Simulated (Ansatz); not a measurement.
Geometry optimisation, RKS r2SCAN-D4/def2-SVP in Ansatz 0.2.0.

The input (input.yaml):

```yaml
crystal:
  periodic: [false, false, false]
  atoms:
    - { symbol: Si, position_ang: [-0.575066, 1.259324, -0.803406] }
    - { symbol: C, position_ang: [0.588514, -1.32795, 0.694285] }
    - { symbol: H, position_ang: [-1.978638, 1.369581, -1.288771] }
    - { symbol: H, position_ang: [0.278194, 2.221482, -1.554183] }
    - { symbol: H, position_ang: [-0.091363, -0.099714, -1.045822] }
    - { symbol: H, position_ang: [0.416113, -0.454903, 1.307065] }
    - { symbol: Cl, position_ang: [-0.60593, 1.961402, 1.189108] }
    - { symbol: H, position_ang: [0.958096, -2.133015, 1.344619] }
    - { symbol: H, position_ang: [1.347866, -1.1286, -0.066448] }
    - { symbol: H, position_ang: [-0.337686, -1.667608, 0.223453] }
basis:
  gaussian: { orbitals: def2-SVP }
hamiltonian:
  xc: r2scan
  dispersion: d4
relax:
  f_tol: 0.03
  max_steps: 50
output:
  orbitals: {}
```

Run as:

```bash
$ ansatz run input.yaml --threads 2 --pin off --max-ram 3072MiB --backend cpu --events-out ev --progress --plain --runs-dir out
```

Where does it end, and by what steps?

The run converged. The force dipped under the threshold on the way, but the program's further checks kept it going. After 8 steps the energy has fallen by 0.375 eV; H10 moved furthest, 0.68 Å.

| step | energy less start (eV) | largest force component (eV/Å) | accepted |
| --- | --- | --- | --- |
| 0 | 0.0000 | 1.174 | yes |
| 1 | -0.2604 | 0.283 | yes |
| 2 | -0.3234 | 0.288 | yes |
| 3 | -0.3562 | 0.442 | yes |
| 4 | -0.3709 | 0.066 | yes |
| 5 | -0.3734 | 0.025 | yes |
| 6 | -0.3739 | 0.095 | yes |
| 7 | -0.3743 | 0.050 | yes |
| 8 | -0.3746 | 0.008 | yes |

```xyz
10
Properties=species:S:1:pos:R:3
Si -0.769 1.720 -1.037
C 0.762 -1.741 0.911
H -2.188 1.863 -1.462
H 0.079 2.718 -1.744
H -0.284 0.342 -1.316
H 0.457 -0.735 1.226
Cl -0.647 2.069 1.005
H 1.114 -2.308 1.783
H 1.572 -1.667 0.173
H -0.095 -2.260 0.460
```

The run took 18 s on 2 threads of Arm Neoverse V2, with other jobs on the host, peak memory 0.14 GiB.
